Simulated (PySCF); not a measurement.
ethylene (C₂H₄), SMILES C=C. Atoms are numbered in the order given.

```xyz
6

C      0.0000     0.0000    -0.6623
C      0.0000     0.0000     0.6623
H      0.0000    -0.9214    -1.2320
H      0.0000     0.9214    -1.2320
H      0.0000     0.9214     1.2320
H      0.0000    -0.9214     1.2320
```

Geometry: B3LYP-D3(BJ)/def2-TZVP.

Two levels are set side by side: PBE/pcJ-1 (PySCF) and PBE0/pcJ-1 (PySCF). One-bond couplings, all four terms, same geometry. Isotopes: 13C, 1H. Differences are taken from unrounded values.

| quantity | PBE0 | PBE | PBE minus PBE0 |
|---|---|---|---|
| ¹J(C1,C2) (Hz) | 77.3 | 70.6 | -6.7 |
| ¹J(C1,H3) (Hz) | 155.8 | 150.8 | -5.0 |
| ¹J(C1,H4) (Hz) | 155.8 | 150.8 | -5.0 |
| ¹J(C2,H5) (Hz) | 155.8 | 150.8 | -5.0 |
| ¹J(C2,H6) (Hz) | 155.8 | 150.8 | -5.0 |

Rough cost on one machine, each run with all the roots and properties that it gave: PBE0 against PBE within a factor of 2.
